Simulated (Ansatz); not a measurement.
# Redistribution: C2H3ClO + CH5N → C2H5NO + CH3Cl

Species: C2H3ClO `CC(=O)Cl`, singlet; CH5N (methylamine) `CN`, singlet; C2H5NO (acetamide) `CC(N)=O`, singlet; CH3Cl (chloromethane) `CCl`, singlet. The partners trade Cl for NH2; both sit on C, so the bond types are kept.

Shapes, held fixed at every level: PBE0-D4/def2-TZVP. Flexible molecules stand in one conformer, not always the lowest. Programs: Ansatz 0.2.0. The zero-point and thermal change to 298 K, harmonic and unscaled (PBE0-D4/def2-TZVP), is +0.2 kJ/mol.

**Question.** Estimate the reaction enthalpy at 298 K.

**Answer.** From tabulated heats of formation (Active Thermochemical Tables, CRC Handbook of Chemistry and Physics), ΔH(298 K) = -58.6 kJ/mol. Nearest: PBE0-D4/def2-TZVPP (+0.1); farthest: CCSD/def2-SVP (+8.8). 7 of 7 levels lie within 10 kJ/mol. The CBS estimate extrapolates MP2 from def2-TZVPP and def2-QZVPP and adds CCSD(T) − MP2 in the triple-zeta set, cores frozen. Times are processor times on shared x86 and Arm servers, and rough.

```
               level                   kind  ΔH (kJ/mol)  computed − measured  CPU time (all species)
   PBE-D4/def2-TZVPP                    GGA        -50.7                 +7.9                    16 s
r2SCAN-D4/def2-TZVPP               meta-GGA        -54.3                 +4.3                    30 s
  PBE0-D4/def2-TZVPP          global hybrid        -58.5                 +0.1                    16 s
   B2PLYP/def2-TZVPP          double hybrid        -55.3                 +3.3                    27 s
       CCSD/def2-SVP  coupled cluster or CI        -49.8                 +8.8                       –
  CCSD(T)/def2-TZVPP  coupled cluster or CI        -52.6                 +6.0                 4.6 min
CCSD(T)/CBS estimate  coupled cluster or CI        -54.5                 +4.1                 6.9 min
```
